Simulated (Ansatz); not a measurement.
**P₄: one species, many methods**

One table from this session's results is given with a row withheld; the runs are named, their logs left out.

Computed with Ansatz 0.2.0, Gaussian basis. Level: functionals in def2-TZVPP, the program's frozen cores in correlated methods.

Levels to be run: LDA (SPW92), PBE-D4, revPBE-D4, BLYP-D4, r2SCAN-D4, B97M-V, PBE0-D4, B3LYP-D4, r2SCANh-D4, r2SCAN0-D4, HSE06-D4, BHLYP-D4, CAM-B3LYP-D4, LC-ωPBE, ωB97X-V, ωB97M-V, B2PLYP, PBE-QIDH; CCSD(T)/def2-SVP; CCSD(T)/def2-TZVPP; MP2/def2-QZVPP; extrapolation to the limit; RPA on PBE.

### Structure used throughout

An earlier PBE0-D4 in a triple-zeta def2 set relaxation fixed the geometry.

SMILES `p12p3p1p23`, 4 atoms, charge 0, spin multiplicity 1.

Atoms are counted from 1 here; the program's logs count them from 0.

Bond lengths: P1–P2 2.184 Å, P1–P3 2.184 Å, P1–P4 2.184 Å, P2–P3 2.184 Å, P2–P4 2.184 Å, P3–P4 2.184 Å. Angles: P2–P1–P3 60.0°, P2–P1–P4 60.0°, P3–P1–P4 60.0°, P1–P2–P3 60.0°, P1–P2–P4 60.0°, P3–P2–P4 60.0°, P1–P3–P2 60.0°, P1–P3–P4 60.0°, P2–P3–P4 60.0°, P1–P4–P2 60.0°, P1–P4–P3 60.0°, P2–P4–P3 60.0°.

The first run:

in.yaml reads:

```yaml
crystal:
  periodic: [false, false, false]
  atoms:
    - {symbol: P, position_ang: [-0.724800, -0.099991, 1.119382]}
    - {symbol: P, position_ang: [1.294853, 0.109804, 0.315680]}
    - {symbol: P, position_ang: [-0.184987, -1.091725, -0.749847]}
    - {symbol: P, position_ang: [-0.385065, 1.081922, -0.685226]}
basis:
  gaussian: {orbitals: def2-TZVPP}
hamiltonian: {xc: lda}
output: {orbitals: {seedname: orbitals}}
```

Steps of the session up to this table: LDA; PBE-D4 (GGA); revPBE-D4 (GGA); BLYP-D4 (GGA); r2SCAN-D4 (meta-GGA); B97M-V (meta-GGA); PBE0-D4 (hybrid); B3LYP-D4 (hybrid); r2SCANh-D4 (hybrid); r2SCAN0-D4 (hybrid); HSE06-D4 (hybrid); BHLYP-D4 (hybrid); CAM-B3LYP-D4 (range-separated); LC-ωPBE-D4 (range-separated; the results give it without D4); ωB97X-V (range-separated); ωB97M-V (range-separated); B2PLYP (double hybrid); PBE-QIDH (double hybrid).

One table of the session follows, with a row left open; its other results are not shown here.

It belongs to the step «Frontier levels by functional». 

| functional | HOMO (eV) | gap (eV) |
| --- | --- | --- |
| LDA (SPW92) | ? | ? |
| PBE-D4 | -6.62 | 5.08 |
| revPBE-D4 | -6.57 | 5.09 |
| BLYP-D4 | -6.37 | 5.02 |
| r2SCAN-D4 | -6.88 | 5.48 |
| B97M-V | -6.88 | 5.56 |
| PBE0-D4 | -7.62 | 6.91 |
| B3LYP-D4 | -7.34 | 6.49 |
| r2SCANh-D4 | -7.24 | 6.15 |
| r2SCAN0-D4 | -7.78 | 7.15 |
| HSE06-D4 | -7.24 | 6.15 |
| BHLYP-D4 | -8.40 | 8.69 |
| CAM-B3LYP-D4 | -8.73 | 9.14 |
| LC-ωPBE | -10.07 | 11.45 |
| ωB97X-V | -9.73 | 11.08 |
| ωB97M-V | -9.48 | 10.76 |

**Question.** Estimate the row for LDA (SPW92).

As computed: HOMO (eV): -6.75; gap (eV): 5.05. In the column «HOMO (eV)» it lies between B97M-V (-6.88) and PBE-D4 (-6.62).
